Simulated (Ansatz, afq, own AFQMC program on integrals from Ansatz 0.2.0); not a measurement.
AFQMC on a folder of integrals that Ansatz 0.2.0 wrote.

```yaml
crystal:
  periodic: [false, false, false]
  atoms:
    - {symbol: Ti, position_ang: [0.000000, 0.000000, 0.000000]}
    - {symbol: N, position_ang: [0.000000, 0.000000, 1.542510]}
basis:
  gaussian: {orbitals: def2-SVP}
magnetization: {spin_polarized: true, initial_magnetization: 3}
correlation: {method: ccsd_t, electrons: outside_noble_gas, hamiltonian_folder: ham}
```

```sh
$ ansatz run in.yaml --threads 1 --pin off --events-out ev --progress --plain --max-ram 24576MiB --backend cuda --devices 0, --max-vram 18GiB
```

Options of the walk:

```
--method phaseless --trial cisd --walkers 4000 --populations 20 --least-time 60 --time-step 0.005 --steps-per-block 50 --equilibration-blocks 40 --max-blocks 4000 --target-error 0.00018 --factor-cut 1e-05 --start spin_pure --seed 2480 --release-times 0.24,0.6,1.2,2,3,4.2 --release-step 0.04 --release-every 3 --taylor-order 6
```

Times are imaginary, in 1/Eh. The walk had a cap of 171 s. With eight or more populations the least sampling time is a fifth of least-time, and the error comes from their spread.

afq prints:

```
orbitals 35  electrons 6 3  factors 304 of 494
reference energy -902.57510546 Eh
CCSD correlation -0.22351123 Eh in 14 cycles, weight of the determinant in the CISD state 0.8761
energy of the start -902.798200 Eh
 block  time / (1/Eh)  mean weight  energy / Eh
     1     0.250  0.9998  -902.798827
     2     0.500  0.9998  -902.803420
     3     0.750  1.0000  -902.807433
     4     1.000  1.0004  -902.810147
     5     1.250  1.0001  -902.811320
    10     2.500  1.0000  -902.814421
    31     7.750  1.0000  -902.813106
    37     9.250  1.0000  -902.814201
    43    10.750  0.9998  -902.819152
    67    16.750  0.9999  -902.816773
    97    24.250  1.0003  -902.814990
   127    31.750  0.9999  -902.815623
   157    39.250  1.0001  -902.814634
   187    46.750  1.0005  -902.816946
   217    54.250  1.0000  -902.816725
   247    61.750  1.0000  -902.813185
   253    63.250  0.9996  -902.814812
error from the spread of 20 populations
released: time / (1/Eh)  energy / Eh  error  mean overlap
  0.24  -902.817117  0.001674  0.9988
  0.60  -902.815830  0.000151  0.9984
  1.20  -902.816154  0.000144  0.9956
  2.00  -902.816566  0.000143  0.9902
  3.00  -902.816096  0.000347  0.9879
  4.20  -902.816892  0.000506  0.9896
energy -902.815041 +/- 0.000135 Eh
(rows thinned)
```

The run passed its tests (sampling time, drift between the halves within three errors, error under three times the target), which doesn't prove that it has relaxed, ending at its cap on processor time.

Against this walk (error 3.7 meV) on the same determinant: CCSD(T) 10.6 meV lower, CCSDT(Q) 64.8 meV lower. The error is statistical and leaves out the bias of the constraint. The released energies have errors that jump between times, so the bars are unsure (meV from the phaseless value at times in 1/Eh: -21 ± 4 at 0.60, -30 ± 4 at 1.20, -41 ± 4 at 2.00, -29 ± 9 at 3.00, -50 ± 14 at 4.20), so they give no level; they do show a bias of the constraint, and the last of them that isn't too noisy lies 23 meV above CCSDT(Q). CCSDT(Q) is the surest value here, so the walk's 65 meV above it is most likely the bias of the constraint with this trial, which can have either sign.

Cautions: constraint bias not in the error; no relativity below Rb; outer-core shells of the metal frozen; another spin lies lower; raised T1 diagnostic (T1 0.042, weight of the determinant 0.88, largest double 0.08); (T) is large, 8 % of the CCSD correlation.

The walk took 2.9 min on 1 × NVIDIA H100 80GB HBM3 with 2 threads of AMD EPYC 7R13 Processor (Zen 3) (shared host) (the card was shared). The log's last line is the phaseless energy.

CCSDT and higher add their correlation energy to the determinant of the CCSD(T) run, since their own runs factorise the integrals more tightly (a shift of under 2 meV). A walk keeps the symmetry of its determinant, which the program's search chose and which needn't be the lowest solution, so a lower state of the same spin and another symmetry isn't excluded.
